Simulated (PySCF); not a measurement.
# CH2N2 (cyanamide): levels of theory compared

Wanted: a comparison of 6 runs (HF/3-21G, CAM-B3LYP/def2-TZVP, M06-L/def2-TZVP, PBE0/def2-TZVP, r2SCAN/def2-TZVP, wB97X/def2-TZVP) of CH2N2 (cyanamide). The job is set up through a Python script.

The calculation is run with PySCF 2.14.0.

1 further run of the same task is left out (set aside as unsound or not needed).

## Step 1: The system as given

CH2N2 has 5 atoms, charge 0, and is taken as a singlet. As SMILES, `N#CN`. One bond was lengthened or shortened from a relaxed shape.

Bond lengths: N1–C2 1.154 Å, C2–N3 1.736 Å, N3–H4 1.009 Å, N3–H5 1.009 Å. Angles: N1–C2–N3 177.4°, C2–N3–H4 115.2°, C2–N3–H5 115.2°, H4–N3–H5 113.6°.

## Step 2: The energy at HF/3-21G (run 1)

calc.py reads:

```python
from pyscf import gto, scf

system = gto.Mole()
system.atom = [
    ('N', (0.515226, -1.521827, 1.650041)),
    ('C', (0.284156, -0.775087, 0.800881)),
    ('N', (-0.007960, 0.313840, -0.518670)),
    ('H', (-0.900000, 0.205110, -0.976640)),
    ('H', (0.243420, 1.275350, -0.346570)),
]
system.max_memory = 1860
system.basis = '3-21g'
system.verbose = 3
system.build()

mf = scf.RHF(system)
mf.conv_tol = 1e-10
mf.kernel()
if not mf.converged:
    mf = mf.newton().run(mf.mo_coeff, mf.mo_occ)

etot = mf.e_tot
print(f'total energy: {etot:.8f} hartree')
```

On the command line:

```
$ OMP_NUM_THREADS=1 python calc.py
```

What it wrote:

```text
converged SCF energy = -147.008479184019
total energy: -147.00847918 hartree
```

Run time: 0.62 s. Hardware: 1 thread of Arm Neoverse V1, shared host; peak memory 0.1 GiB.

## Step 3: The energy at CAM-B3LYP/def2-TZVP (run 2)

input.xyz reads:

```xyz
5
CH2N2
N      0.515226    -1.521827     1.650041
C      0.284156    -0.775087     0.800881
N     -0.007960     0.313840    -0.518670
H     -0.900000     0.205110    -0.976640
H      0.243420     1.275350    -0.346570
```

calc.py reads:

```python
from pyscf import gto, dft

mol = gto.M(
    atom='input.xyz',
    max_memory=1860,
    spin=0,
    basis='def2-tzvp',
    verbose=3,
)

myscf = dft.RKS(mol)
myscf.xc = 'cam-b3lyp'
myscf.grids.level = 5
myscf.conv_tol = 1e-10
myscf.kernel()
if not myscf.converged:
    myscf = myscf.newton().run(myscf.mo_coeff, myscf.mo_occ)

energy = myscf.e_tot
print('E = %.10f Eh' % energy)
```

On the command line:

```
$ OMP_NUM_THREADS=1 python calc.py
```

What it wrote:

```text
converged SCF energy = -148.706632467133
E = -148.7066324671 Eh
```

It took 24 s on 1 thread of Arm Neoverse V1, shared host; peak memory 0.52 GiB.

Runs 3 to 5 aren't shown in full; the table further down has their settings and results.

## Step 4: A single-point energy at wB97X/def2-TZVP (run 6)

calc.py reads:

```python
from pyscf import gto, dft

mol = gto.M(
    atom='''
N      0.515226    -1.521827     1.650041
C      0.284156    -0.775087     0.800881
N     -0.007960     0.313840    -0.518670
H     -0.900000     0.205110    -0.976640
H      0.243420     1.275350    -0.346570
''',
    basis='def2-tzvp',
    verbose=3,
    charge=0,
    spin=0,
    max_memory=1860,
)

mf = dft.RKS(mol)
mf.xc = 'wb97x'
mf.grids.level = 5
mf.conv_tol = 1e-10
mf.kernel()
if not mf.converged:
    mf = mf.newton().run(mf.mo_coeff, mf.mo_occ)

etot = mf.e_tot
print('E(%s) = %.9f' % ('WB97X', etot))
```

On the command line:

```
$ OMP_NUM_THREADS=1 python calc.py
```

What it wrote:

```text
converged SCF energy = -148.731303105354
E(WB97X) = -148.731303105
```

Run time: 23 s. Hardware: 1 thread of Arm Neoverse V1, shared host; peak memory 0.52 GiB.

## Step 5: All runs side by side

```
run                level  integration grid  energy (Eh)  dipole moment (D)  HOMO energy (eV)  LUMO energy (eV)  wall time
  1             HF/3-21G                 –  -147.008479               4.46            -11.85              3.74     0.62 s
  2  CAM-B3LYP/def2-TZVP                 5  -148.706632               4.16            -10.04             -0.48       24 s
  3      M06-L/def2-TZVP                 5  -148.754207               3.91             -7.20             -2.16       31 s
  4       PBE0/def2-TZVP                 5  -148.597857               4.09             -8.55             -1.55       13 s
  5     r2SCAN/def2-TZVP                 5  -148.690300               4.06             -7.35             -2.46       29 s
  6      wB97X/def2-TZVP                 5  -148.731303               4.14            -11.06              0.79       23 s
```

## Step 6: Outcome

| quantity | value |
| --- | --- |
| run 6: total energy | -148.73130 Eh |
| run 6: dipole moment | 4.14 D |
| run 6: HOMO energy | -11.06 eV |
| run 6: LUMO energy | 0.79 eV |
| run 6: HOMO–LUMO gap | 11.85 eV |

The dipole moment (its size) runs from 3.91 D (M06-L/def2-TZVP) to 4.46 D (HF/3-21G). The two ends differ in method and basis. The HOMO–LUMO gap runs from 4.89 eV (r2SCAN/def2-TZVP) to 15.58 eV (HF/3-21G). Totals of different functionals can't be ranked against each other. All runs together took 2 min, the longest 31 s.
